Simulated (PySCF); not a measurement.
Compound: 1,3-butadiene, C4H6.
Z-matrix (Å and degrees, GFN2-xTB geometry), rows numbered from 1:
```
C 
C   1  1.3285
C   2  1.4468  1  123.66
C   3  1.3285  2  123.69  1   179.92
H   1  1.0778  2  121.50  3     0.04
H   1  1.0763  2  122.14  3  -179.96
H   2  1.0823  1  120.28  3   179.99
H   3  1.0825  2  116.06  1    -0.06
H   4  1.0766  3  122.14  2  -179.96
H   4  1.0781  3  121.57  2     0.02
```

Theory: TDDFT CAM-B3LYP/def2-SVPD, vertical, gas phase, core orbitals frozen in the response in PySCF.

Each state is given a Gaussian of 0.3 eV full width at half maximum, with ε(max) = 2.175×10⁸ f / Δν̃ (Δν̃ the width in cm⁻¹). The cross-section is σ = 3.8235×10⁻²¹ ε cm², given in Mb (10⁻¹⁸ cm²). The width is an assumption, not a result. The curve ends short of the highest state used, and states not computed would add to its high-energy end.

| λ (nm) | σ (Mb) |
| --- | --- |
| 159.8 | 0.13 |
| 162.0 | 1.33 |
| 164.1 | 6.13 |
| 166.3 | 15.90 |
| 168.5 | 22.29 |
| 170.6 | 18.12 |
| 172.8 | 8.78 |
| 175.0 | 2.69 |
| 177.1 | 0.62 |
| 179.3 | 0.11 |
| 181.4 | 0.02 |
| 183.6 | 0.00 |
| 185.8 | 0.00 |
| 187.9 | 0.01 |
| 190.1 | 0.11 |
| 192.3 | 0.91 |
| 194.4 | 4.90 |
| 196.6 | 20.10 |
| 198.7 | 56.54 |
| 200.9 | 122.88 |
| 203.1 | 198.82 |
| 205.2 | 243.01 |
| 207.4 | 232.56 |
| 209.6 | 174.33 |
| 211.7 | 106.90 |
| 213.9 | 51.90 |
| 216.1 | 20.58 |
| 218.2 | 7.13 |
| 220.4 | 1.98 |
| 222.5 | 0.50 |

Question: Where are the band maxima, and which computed states make them?

Answer: 206 nm (6.02 eV), ε about 64000, made up of S1 (100%); 169 nm (7.35 eV), ε about 5800, made up of S4 (100%) (ε in L mol⁻¹ cm⁻¹; maxima over ε = 5, shares over 10%). The states used: S1 6.02 eV (f 0.717); S2 6.87 eV (f 0.0000); S3 7.12 eV (f 0.0005); S4 7.35 eV (f 0.065); S5 7.44 eV (f 0.0001); S6 7.47 eV (f 0.0000); S7 8.27 eV (f 0.0000); S8 8.36 eV (f 0.0000).

Question: On this curve, what absorbance would a 10⁻⁵ mol/L sample give at 193 nm over a 1 cm path?

Answer: 193 nm is 6.424 eV, where ε is about 430 L mol⁻¹ cm⁻¹, so A = ε c l ≈ 0.0043 (Beer–Lambert, with the gas-phase spectrum and the assumed width).

Question: Does any computed singlet lie in the visible range?

Answer: No computed singlet lies in the visible range (380 to 750 nm); the lowest, at 206 nm, stands 2.76 eV above its violet end (3.26 eV).

Question: What would ε be at 6.02 eV, the highest of these maxima, with half the width (0.15 eV)?

Answer: About 129000 L mol⁻¹ cm⁻¹ against 64400, a factor of about 2.00; a lone state at its own centre would give exactly 2.

One conformer stands for the species.
